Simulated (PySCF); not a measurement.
# C2H6Si: the cost of one run

Computed with PySCF 2.14.0, with density-fitted response routines of our own, on a single molecule in the gas phase. Atoms count from 0, in the outputs and in this text.

## 1. Starting geometry

9 atoms, charge 0, multiplicity 1; geometry from: GFN2-xTB. The atoms were then displaced at random by about 0.01 Å, so the start is not that level's minimum.

Bonds of the start (Å): C0–C1 1.52, C1–Si2 1.87, Si2–C0 1.84, C0–H3 1.07, C0–H4 1.11, C1–H5 1.08, C1–H6 1.07, Si2–H7 1.47, Si2–H8 1.44.

## 2. Geometry optimisation at PBE0-D3(BJ)/def2-SVP

Job settings and geometry (Å):

```
{"job": {"xc": "PBE0", "basis": "def2-SVP", "d3": "d3bj", "grid": 1, "shake": 0.01, "kind": "geom"}, "charge": 0, "multiplicity": 1}
C     -0.597730     0.675130     0.198570
C     -0.515040    -0.745660    -0.322340
Si     1.123100     0.041310     0.110160
H     -1.079700     0.827000     1.143990
H     -0.961440     1.426710    -0.534430
H     -0.785840    -0.889930    -1.357360
H     -0.928070    -1.505330     0.315940
H      1.802070    -0.344380     1.354090
H      2.000450     0.498000    -0.942350
```

Command:

```bash
OMP_NUM_THREADS=1 python probes_run.py task.json out
```

One launch serves the whole session: the jobs run in the order shown.

**Question.** How long does this first job take on 1 thread of Arm Neoverse N1, shared host, and how much memory does it need?

About 14 s, with a peak of 0.33 GiB.
